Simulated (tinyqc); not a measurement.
Inside a calculation (part 2 of 2). Method: MP2 on RHF in the sto-3g basis, frozen core, for H2F+, spin multiplicity 1. Computed by tinyqc, a small Python program that keeps every step (integrals from PySCF). Command: `OMP_NUM_THREADS=1 python tinyqc.py 23651 23652 out.jsonl` (the two numbers bound the seeds that draw the settings). One thread of a shared host (Intel(R) Xeon(R) Processor @ 2.60GHz), about 0.1 s of CPU time with the checks.

Geometry (angstrom):
```
atom         x          y         z
F     0.000000   0.000000  0.000000
H     0.000000   0.851000  0.450000
H     0.000000  -0.901000  0.477000
```

## Integrals over molecular orbitals

coefficients C:
```
              MO1        MO2        MO3        MO4       MO5        MO6        MO7
1F 1s    0.994645  -0.249892   0.007650   0.059308  0.000000   0.111652   0.019554
1F 2s    0.023194   0.942683  -0.040535  -0.299177  0.000000  -0.700948  -0.137498
1F 2px   0.000000   0.000000   0.000000   0.000000  1.000000   0.000000   0.000000
1F 2py   0.000305   0.011996   0.727603  -0.028788  0.000000   0.101771  -0.840800
1F 2pz   0.002167   0.095624   0.030087   0.906418  0.000000  -0.468981  -0.073513
2H 1s   -0.004623   0.092853   0.344463   0.169065  0.000000   0.654157   0.915234
3H 1s   -0.004045   0.081595  -0.331611   0.195732  0.000000   0.853110  -0.677358
```

core Hamiltonian H = T + V (hartree):
```
             1F 1s       1F 2s     1F 2px     1F 2py     1F 2pz      2H 1s      3H 1s
1F 1s   -41.093778   -9.644024   0.000000  -0.001312  -0.012087  -1.811933  -1.581387
1F 2s    -9.644024  -11.567117   0.000000  -0.014475  -0.146902  -3.949177  -3.567011
1F 2px    0.000000    0.000000  -9.199208   0.000000   0.000000   0.000000   0.000000
1F 2py   -0.001312   -0.014475   0.000000  -9.350762  -0.005782  -2.277992   2.102342
1F 2pz   -0.012087   -0.146902   0.000000  -0.005782  -9.241632  -1.243649  -1.150995
2H 1s    -1.811933   -3.949177   0.000000  -2.277992  -1.243649  -5.539499  -1.268451
3H 1s    -1.581387   -3.567011   0.000000   2.102342  -1.150995  -1.268451  -5.306821
```

Given earlier and not repeated: Two-electron integrals (ij|kl) in chemists' order.

(pq|rs) = sum C_ip C_jq C_kr C_ls (ij|kl), one index at a time.

one-electron integrals over orbitals h = C^T H C (hartree):
```
            1          2          3          4          5          6          7
1  -41.075478   0.692515  -0.020811  -0.153405   0.000000  -0.298038  -0.052079
2    0.692515  -9.648542   0.025699   0.298301   0.000000   1.369736   0.255775
3   -0.020811   0.025699  -8.070627  -0.052270   0.000000  -0.305568   2.184207
4   -0.153405   0.298301  -0.052270  -8.852307   0.000000   1.200800   0.066442
5    0.000000   0.000000   0.000000   0.000000  -9.199208   0.000000   0.000000
6   -0.298038   1.369736  -0.305568   1.200800   0.000000  -5.489175   0.038078
7   -0.052079   0.255775   2.184207   0.066442   0.000000   0.038078  -6.092291
```

Two-electron integrals over orbitals (pq|rs), unique and non-zero (hartree); the lowest 1 orbital is frozen and left out:
```
(22|22) 0.855652    (32|22) 0.004300    (32|32) 0.158841    (33|22) 0.753921
(33|32) -0.004700   (33|33) 0.733469    (42|22) 0.005202    (42|32) 0.000776
(42|33) -0.003782   (42|42) 0.163918    (43|22) 0.004557    (43|32) 0.006660
(43|33) 0.004230    (43|42) -0.005560   (43|43) 0.046096    (44|22) 0.829473
(44|32) -0.005789   (44|33) 0.719160    (44|42) -0.086190   (44|43) 0.007286
(44|44) 0.922153    (52|52) 0.181339    (53|52) -0.004039   (53|53) 0.037999
(54|52) -0.031048   (54|53) 0.001363    (54|54) 0.054913    (55|22) 0.879307
(55|32) -0.004307   (55|33) 0.743791    (55|42) -0.044156   (55|43) 0.006285
(55|44) 0.850294    (55|55) 0.997514    (62|22) -0.142358   (62|32) 0.010187
(62|33) -0.086736   (62|42) -0.037370   (62|43) -0.002788   (62|44) -0.114653
(62|55) -0.152486   (62|62) 0.073600    (63|22) 0.030955    (63|32) 0.030691
(63|33) 0.024265    (63|42) -0.006718   (63|43) 0.017434    (63|44) 0.027101
(63|55) 0.032676    (63|62) -0.012189   (63|63) 0.074747    (64|22) -0.123387
(64|32) -0.006895   (64|33) -0.071024   (64|42) -0.007169   (64|43) -0.001346
(64|44) -0.130700   (64|55) -0.125184   (64|62) 0.057349    (64|63) -0.017739
(64|64) 0.060154    (65|52) -0.055583   (65|53) 0.004525    (65|54) -0.005566
(65|65) 0.026559    (66|22) 0.560811    (66|32) -0.024765   (66|33) 0.551683
(66|42) 0.064409    (66|43) -0.013323   (66|44) 0.529772    (66|55) 0.539407
(66|62) -0.044763   (66|63) -0.021998   (66|64) -0.021310   (66|66) 0.550099
(72|22) -0.027748   (72|32) -0.063922   (72|33) -0.011902   (72|42) -0.000900
(72|43) 0.020479    (72|44) -0.023679   (72|55) -0.028109   (72|62) 0.005187
(72|63) 0.025624    (72|64) 0.010312    (72|66) -0.008775   (72|72) 0.058370
(73|22) -0.205839   (73|32) 0.011550    (73|33) -0.160071   (73|42) 0.050666
(73|43) -0.001594   (73|44) -0.209597   (73|55) -0.229503   (73|62) 0.073500
(73|63) -0.010170   (73|64) 0.070055    (73|66) -0.022169   (73|72) 0.016768
(73|73) 0.158537    (74|22) -0.005543   (74|32) 0.051091    (74|33) -0.004999
(74|42) -0.006027   (74|43) -0.013196   (74|44) -0.006894   (74|55) -0.006606
(74|62) 0.007594    (74|63) 0.036419    (74|64) -0.002058   (74|66) -0.017629
(74|72) -0.010801   (74|73) 0.010123    (74|74) 0.043106    (75|52) -0.009696
(75|53) -0.025379   (75|54) 0.000561    (75|65) 0.001509    (75|75) 0.021061
(76|22) 0.002185    (76|32) 0.097812    (76|33) -0.004801   (76|42) 0.005754
(76|43) 0.039877    (76|44) -0.007428   (76|55) -0.003025   (76|62) -0.000051
(76|63) 0.084468    (76|64) -0.012050   (76|66) -0.043217   (76|72) 0.003729
(76|73) 0.019029    (76|74) 0.050389    (76|76) 0.152575    (77|22) 0.624659
(77|32) 0.029881    (77|33) 0.622717    (77|42) 0.004078    (77|43) 0.011076
(77|44) 0.604326    (77|55) 0.613749    (77|62) -0.048145   (77|63) 0.035217
(77|64) -0.034435   (77|66) 0.523969    (77|72) -0.009268   (77|73) -0.076329
(77|74) 0.013910    (77|76) 0.038559    (77|77) 0.595438
```

## Second-order Moller-Plesset energy

orbital energies (hartree): MO1 -26.601012, MO2 -2.043724, MO3 -1.204969, MO4 -1.052237, MO5 -1.030775, MO6 -0.029160, MO7 0.186737

Hartree-Fock energy = -98.85789484 hartree

E2 = sum_ijab (ia|jb) [2 (ia|jb) - (ib|ja)] / (e_i + e_j - e_a - e_b) over occupied i, j and virtual a, b; the opposite-spin part is (ia|jb)^2 / denominator, the rest is same-spin, and SCS-MP2 scales them by 6/5 and 1/3.

Terms:
```
i  j  a  b    (ia|jb)    (ib|ja)  denominator       term
3  3  7  7   0.158537   0.158537    -2.783412  -0.009030
4  3  6  7   0.070055   0.036419    -2.414783  -0.003008
3  4  7  6   0.070055   0.036419    -2.414783  -0.003008
2  3  6  7   0.073500   0.025624    -3.406271  -0.002619
3  2  7  6   0.073500   0.025624    -3.406271  -0.002619
3  3  6  6   0.074747   0.074747    -2.351618  -0.002376
4  4  6  6   0.060154   0.060154    -2.046154  -0.001768
2  2  6  6   0.073600   0.073600    -4.029130  -0.001344
4  2  6  6   0.057349   0.057349    -3.037642  -0.001083
2  4  6  6   0.057349   0.057349    -3.037642  -0.001083
2  2  7  7   0.058370   0.058370    -4.460923  -0.000764
4  4  7  7   0.043106   0.043106    -2.477948  -0.000750
5  5  6  6   0.026559   0.026559    -2.003230  -0.000352
5  5  7  7   0.021061   0.021061    -2.435024  -0.000182
2  3  7  6   0.025624   0.073500    -3.406271   0.000167
3  2  6  7   0.025624   0.073500    -3.406271   0.000167
4  3  6  6  -0.017739  -0.017739    -2.198886  -0.000143
3  4  6  6  -0.017739  -0.017739    -2.198886  -0.000143
2  3  7  7   0.016768   0.016768    -3.622167  -0.000078
3  2  7  7   0.016768   0.016768    -3.622167  -0.000078
3  2  6  6  -0.012189  -0.012189    -3.190374  -0.000047
2  3  6  6  -0.012189  -0.012189    -3.190374  -0.000047
3  4  6  7   0.036419   0.070055    -2.414783  -0.000042
4  3  7  6   0.036419   0.070055    -2.414783  -0.000042
4  2  6  7   0.010312   0.007594    -3.253539  -0.000041
2  4  7  6   0.010312   0.007594    -3.253539  -0.000041
3  3  6  7  -0.010170  -0.010170    -2.567515  -0.000040
3  3  7  6  -0.010170  -0.010170    -2.567515  -0.000040
3  4  7  7   0.010123   0.010123    -2.630680  -0.000039
4  3  7  7   0.010123   0.010123    -2.630680  -0.000039
2  4  7  7  -0.010801  -0.010801    -3.469436  -0.000034
4  2  7  7  -0.010801  -0.010801    -3.469436  -0.000034
4  2  7  6   0.007594   0.010312    -3.253539  -0.000011
2  4  6  7   0.007594   0.010312    -3.253539  -0.000011
2  2  6  7   0.005187   0.005187    -4.245026  -0.000006
2  2  7  6   0.005187   0.005187    -4.245026  -0.000006
4  4  7  6  -0.002058  -0.002058    -2.262051  -1.87e-06
4  4  6  7  -0.002058  -0.002058    -2.262051  -1.87e-06
5  5  6  7   0.001509   0.001509    -2.219127  -1.03e-06
5  5  7  6   0.001509   0.001509    -2.219127  -1.03e-06
```

Pair energies (hartree; pair i-j sums ij and ji):
```
pair  opposite spin  same spin
2-2       -0.002121          0
3-2       -0.003806  -0.001346
3-3       -0.011486          0
4-2       -0.002334  -4.54e-06
4-3       -0.005527  -0.000937
4-4       -0.002522          0
5-5       -0.000536          0
```

MP2 correlation energy = -0.03061972 hartree

SCS-MP2 correlation energy = -0.03476127 hartree

MP2 total energy = -98.88851455 hartree
